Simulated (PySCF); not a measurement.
Molecule: `Cc1cc[nH]n1`, C4H6N2.

Structure with atom numbers: `[CH3:1][c:2]1[cH:3][cH:4][nH:5][n:6]1`. Each H is labelled by its parent atom.

Geometry PBE0-D3(BJ)/def2-SVP throughout; GIAO in PySCF, gas phase, one conformer, non-relativistic; equivalent atoms averaged; basis pcSseg-2.

**Question.** How do the shifts δ (against TMS, NH3 at the same level) depend on the functional? (a selection of nuclei; ppm; last column core-seconds on shared hosts with different chips, so compare them loosely)

**Answer.** 
```tsv
functional	kind	C2	C4	C3	C1	N6	N5	H(N5)	H(C4)	H(C1)	core-s
HF	Hartree–Fock	164.0	141.0	109.1	14.8	346.4	208.8	9.46	7.70	2.36	18
LDA	LDA	159.4	132.9	116.9	14.5	342.3	230.6	9.28	7.24	2.27	36
PBE	GGA	154.4	128.2	111.9	15.7	331.0	221.3	9.25	7.21	2.29	42
BLYP	GGA	156.1	128.5	111.6	16.0	335.6	223.2	9.22	7.18	2.32	46
BP86	GGA	154.3	128.2	111.8	15.8	328.8	219.6	9.22	7.21	2.28	43
OPBE	GGA	148.1	124.1	108.3	16.2	316.3	211.7	9.30	7.26	2.27	45
KT2	GGA	145.7	121.4	103.8	14.9	315.5	211.3	9.27	7.22	2.30	55
KT3	GGA	144.7	120.3	102.9	15.7	312.9	208.3	9.28	7.22	2.31	53
B97-D	GGA	151.2	125.4	108.4	16.2	321.4	214.1	9.22	7.20	2.31	55
B3LYP	global hybrid	159.0	132.6	113.2	15.7	340.2	221.8	9.29	7.30	2.32	34
PBE0	global hybrid	157.6	132.8	113.3	15.5	336.2	219.2	9.34	7.36	2.30	35
mPW1PW91	global hybrid	158.0	133.2	113.6	15.7	336.8	219.1	9.33	7.35	2.29	36
WP04	global hybrid	160.6	134.5	114.9	17.2	335.5	214.1	9.21	7.15	2.26	59
B97-2	global hybrid	154.9	130.2	111.0	15.9	328.7	214.6	9.30	7.32	2.30	48
BHandHLYP	global hybrid	162.1	137.2	113.4	15.3	345.7	218.9	9.40	7.46	2.34	42
CAM-B3LYP	range-separated hybrid	162.6	137.0	115.5	15.1	343.9	222.2	9.32	7.38	2.30	73
wB97X-D	range-separated hybrid	160.3	135.6	114.8	15.6	337.3	218.5	9.32	7.38	2.27	59
LC-wPBE	range-separated hybrid	164.5	141.1	118.7	15.5	338.0	216.7	9.27	7.43	2.23	75
```

**Question.** Which nucleus among those listed moves most, in ppm?

**Answer.** N6 (pyridine-type nitrogen of an azole): from 312.9 ppm with KT3 to 346.4 ppm with HF. The smallest spread is 0.13 ppm, at H(C1). Proton shifts span only some 12 ppm, so a few tenths of a ppm matter as much there as several ppm in carbon.
